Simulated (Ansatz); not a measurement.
in.yaml

```yaml
crystal:
  periodic: [false, false, false]
  atoms:
    - {symbol: P, position_ang: [0.000000, 0.000000, 0.000000]}
    - {symbol: Be, position_ang: [0.000000, 0.000000, 1.796000]}
basis:
  gaussian: {orbitals: cc-pVDZ}
total_charge: 1
correlation: {method: fci, electrons: outside_noble_gas}
```

```sh
$ ansatz run in.yaml --threads 1 --pin off --events-out ev --progress --plain --max-ram 2393MiB
```

Log:

```
572 factors; integrals over basis functions are off by at most 1.4e-7 eV
mean field evaluation 1: about -9657.8590 eV, gradient 1.2e1 eV
mean field evaluation 2: about -9657.8845 eV, gradient 1.2e1 eV
mean field evaluation 4: about -9658.6952 eV, gradient 1.5e0 eV
mean field evaluation 8: about -9658.7463 eV, gradient 7.0e-2 eV
mean field evaluation 16: about -9658.7424 eV, gradient 6.3e-1 eV
mean field -9658.74638596 eV, -354.9523827505 hartree, gradient 5.3e-6 eV, S^2 0.000000; 2 other end points of the search recorded, 0 dependent functions left out; unrestricted orbitals would lower it
mean field evaluation 32: about -9659.6401 eV, gradient 2.6e0 eV
unrestricted determinant -9660.00747528 eV, -354.9987269282 hartree, S^2 1.0184
6 core orbitals not correlated: weight in the atoms' cores, before any rotation towards them, 1.000 or more for the frozen orbitals, at most 0.000 for the correlated occupied ones
reference -9658.74638596 eV, -354.9523827505 hartree; 3, 3 occupied and 23, 23 virtual orbitals, 572 factors
state -9662.71880557 eV, -355.0983664785 hartree
Total energy: -9662.71880557 eV, -355.0983664785 hartree
```

Natural occupations: 1.9511 1.9120 0.9861 0.9648 0.0382 0.0376 0.0373 0.0165 0.0137 0.0083 0.0082 0.0077 0.0061 0.0023 0.0023 0.0020 0.0018 0.0011 0.0011 0.0007 0.0007 0.0002 0.0001 0.0001.

Ran on 1 thread of Arm Neoverse V2, shared host: 10 s wall, 0.24 GiB peak host memory.
